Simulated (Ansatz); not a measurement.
**AlCl₃ (singlet): wave-function methods side by side, cc-pV(T+d)Z**

One table from this session's results is given with a row withheld; the runs are named, their logs left out.

Program: Ansatz 0.2.0, Gaussian basis. Level of theory: cc-pV(T+d)Z, core rule «outside noble gas», up to 20 orbitals frozen. These are calculated values, not measurements.

The runs, in order: UHF; CCSD(T) on RHF; CCSDT(Q) on RHF.

2 further runs of the same task are left out: 2 set aside as unsound or not needed.

### The system

The geometry is an MP2(full)/6-31G* stationary point (not a proven minimum).

4 atoms, charge 0, spin multiplicity 1.

Atoms are counted from 1 here; the program's logs count them from 0.

Bond lengths: Al1–Cl2 2.069 Å, Al1–Cl3 2.069 Å, Al1–Cl4 2.069 Å. Angles: Cl2–Al1–Cl3 120.0°, Cl2–Al1–Cl4 120.0°, Cl3–Al1–Cl4 120.0°.

Geometry (Å):

```
Al    0.0000    0.0000    0.0000
Cl    0.0000    2.0690    0.0000
Cl    1.7918   -1.0345    0.0000
Cl   -1.7918   -1.0345    0.0000
```

The first run:

Input file in.yaml:

```yaml
crystal:
  periodic: [false, false, false]
  atoms:
    - {symbol: Al, position_ang: [0.000000, 0.000000, 0.000000]}
    - {symbol: Cl, position_ang: [0.000000, 2.069041, 0.000000]}
    - {symbol: Cl, position_ang: [1.791842, -1.034520, 0.000000]}
    - {symbol: Cl, position_ang: [-1.791842, -1.034520, 0.000000]}
basis:
  gaussian: {orbitals: "cc-pV(T+d)Z.json"}
magnetization: {spin_polarized: true, initial_magnetization: 0}
hamiltonian: {xc: hf}
output: {orbitals: {seedname: orbitals}}
```

The run is started by

```
$ ansatz run in.yaml --threads 1 --pin off --events-out ev --progress --plain --max-ram 3328MiB --backend cpu
```

Steps of the session up to this table: UHF; CCSD(T) on RHF; CCSDT(Q) on RHF.

One of the session's tables, all rows but one given; the rest of the session is left out.

| method | from RCCSDT(Q) (kJ/mol) |
| --- | --- |
| RHF | +1854.1 |
| RMP2 | ? |
| RCCSD | +82.5 |
| RCCSD(T) | +7.2 |
| RCCSDT | +3.4 |
| RCCSDT(Q) | 0 |

**Question.** Estimate the row for RMP2.

As computed: from RCCSDT(Q) (kJ/mol): +209.5. In the column «from RCCSDT(Q) (kJ/mol)» it lies between RCCSD (+82.5) and RHF (+1854.1).
